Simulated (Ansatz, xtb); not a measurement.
# H2S2: where a starting geometry ends

The starting geometry of this gas-phase singlet has its atoms placed at random.

```xyz
4

S     0.8280    1.5940    0.3015
S    -0.0771   -0.5860   -0.8690
H    -0.6098    0.1495    0.4136
H    -0.0674    0.9485    1.3333
```

Question: Guess where an optimisation with r2SCAN-D4/def2-SVP ends from this start.

Answer: It ends as `SS`. Distances that change by over a tenth: S1–H4 (1.51 → 1.36 Å), S2–H3 (1.57 → 1.36 Å). Contacts that close: S1–S2 (2.63 → 2.08 Å).

The energy falls by 2.77 eV over 13 steps:

| step | E − E(last) (eV) |
| --- | --- |
| 1 | 2.772 |
| 2 | 1.309 |
| 4 | 0.380 |
| 5 | 0.235 |
| 6 | 0.133 |
| 8 | 0.036 |
| 9 | 0.009 |
| 10 | 0.002 |
| 12 | 0.000 |
| 13 | 0.000 |

Final geometry (Å):

```xyz
4

S     0.5209    1.5509    0.2441
S     0.1150   -0.3957   -0.3719
H    -1.2376   -0.3582   -0.2637
H     0.6754    1.3091    1.5709
```

From the same start GFN2-xTB reaches the same bonding as this run.

From so rough a start the end depends on the optimiser's path, so another program may land elsewhere. The end wasn't checked by frequencies. Run with Ansatz 0.2.0, 15 s on 1 thread of Arm Neoverse V1, on a shared host.
